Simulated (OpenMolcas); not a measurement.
# SOF2 (thionyl fluoride) at TPSS0/def2-TZVP

What is the vertical electron affinity of SOF2 (thionyl fluoride) at TPSS0/def2-TZVP? 

Program for the calculation: OpenMolcas 26.06.

### 1 The structure to begin with

SOF2 has 4 atoms, charge 0, and is taken as a singlet. As SMILES, `O=S(F)F`. The coordinates come from a PBE0-D4/def2-TZVP relaxation.

Bond lengths: O1–S2 1.419 Å, S2–F3 1.588 Å, S2–F4 1.588 Å. Angles: O1–S2–F3 106.5°, O1–S2–F4 106.4°, F3–S2–F4 93.0°.

### 2 The energy at TPSS0/def2-TZVP

Input file job.input:

```
>>> EXPORT MOLCAS_PRINT=2
&gateway
baslib=$CurrDir
coord
4
angstrom
O        0.932400       0.066600      -1.017800
S       -0.151300      -0.426200      -0.245700
F       -1.124400       0.804200       0.000400
F        0.343300      -0.444600       1.263100
basis=def2-TZVP
group=NoSym
&seward
&scf
ksdft=HYB_MGGA_XC_TPSS0
prorbitals=1 1
```

The basis set def2-TZVP is read from a file made from the Basis Set Exchange's data (not shown).

On the command line:

```sh
export MOLCAS_MEM=1860
pymolcas job.input > job.log
```

Standard output:

```text
--- Start Module: gateway ---
[...]
--- Stop Module: gateway /rc=_RC_ALL_IS_WELL_ ---
--- Start Module: seward ---
[...]
      Basis functions          130
--- Stop Module: seward /rc=_RC_ALL_IS_WELL_ ---
[...]
--- Start Module: scf ---
[...]
       Convergence after  12 Iterations
[...]
::    Total KS-DFT energy                            -673.1812609923
[...]
      Total spin, S                                     0.0000000000
[...]
      Total electronic charge=   42.000000
      Total            charge=   -0.000000
[...]
      Dipole Moment (debye):
      Origin of the operator (angstrom)=   -0.0554   -0.0666   -0.0015
                   X= -1.1154E+00               Y= -1.2254E+00               Z=  8.4030E-02           Total=  1.6592E+00
      Quadrupole Moment (debye*angstrom):
[...]
--- Stop Module: scf /rc=_RC_ALL_IS_WELL_ ---
[...]
```

Run time: 28 s. Hardware: 1 thread of Arm Neoverse V1, shared host; peak memory 0.91 GiB.

### 3 The doublet anion at the same level

Input file job.input:

```
&GATEWAY
 BasLib = $CurrDir
 Coord
 4
 angstrom
 O        0.932400       0.066600      -1.017800
 S       -0.151300      -0.426200      -0.245700
 F       -1.124400       0.804200       0.000400
 F        0.343300      -0.444600       1.263100
 Basis = def2-TZVP
 Group = NoSym

&SEWARD

&SCF
 UHF
 Charge = -1
 Spin = 2
 KSDFT = HYB_MGGA_XC_TPSS0
 PrOrbitals = 1 1
```

The basis set def2-TZVP is read from a file made from the Basis Set Exchange's data (not shown).

On the command line:

```sh
export MOLCAS_MEM=1860
pymolcas job.input > job.log
```

Standard output:

```text
--- Start Module: gateway ---
[...]
--- Stop Module: gateway /rc=_RC_ALL_IS_WELL_ ---
--- Start Module: seward ---
[...]
      Basis functions          130
--- Stop Module: seward /rc=_RC_ALL_IS_WELL_ ---
[...]
--- Start Module: scf ---
[...]
       Convergence after  17 Iterations
[...]
::    Total KS-DFT energy                            -673.1300386130
[...]
      Total spin, S                                     0.5033019205
[...]
      Total electronic charge=   43.000000
      Total            charge=   -1.000000
[...]
      Dipole Moment (debye):
      Origin of the operator (angstrom)=   -0.0554   -0.0666   -0.0015
                   X= -1.0155E+00               Y=  2.3594E-01               Z=  1.4134E+00           Total=  1.7563E+00
      Center of Charge (angstrom)
[...]
--- Stop Module: scf /rc=_RC_ALL_IS_WELL_ ---
[...]
```

Run time: 43 s. Hardware: 1 thread of Arm Neoverse V1, shared host; peak memory 0.91 GiB.

### 4 Summary of results

At TPSS0/def2-TZVP:

| quantity | value |
| --- | --- |
| singlet SOF2: total energy | -673.18126 Eh |
| singlet SOF2: dipole moment | 1.66 D |
| singlet SOF2: HOMO energy | -9.75 eV |
| singlet SOF2: LUMO energy | -1.05 eV |
| singlet SOF2: HOMO–LUMO gap | 8.70 eV |
| doublet anion: total energy | -673.13004 Eh |
| doublet anion: HOMO energy (highest over α and β) | 3.87 eV |
| doublet anion: LUMO energy (lowest over α and β) | 7.54 eV |
| doublet anion: ⟨S²⟩ | 0.757 |
| vertical electron affinity (to the doublet anion) | -1.394 eV |

What this shows: This program's gradients are faulty for this kind of reference, so any forces in the log (doublet anion) can't be trusted; the energy can. The anion lies 1.39 eV (32 kcal/mol) above the neutral: the electron isn't bound at this level, and such a value depends on the basis. Without diffuse functions anions come out too high. The HOMO (doublet anion) lies at positive energy, 3.87 eV; only total energies tell whether the electron is bound.
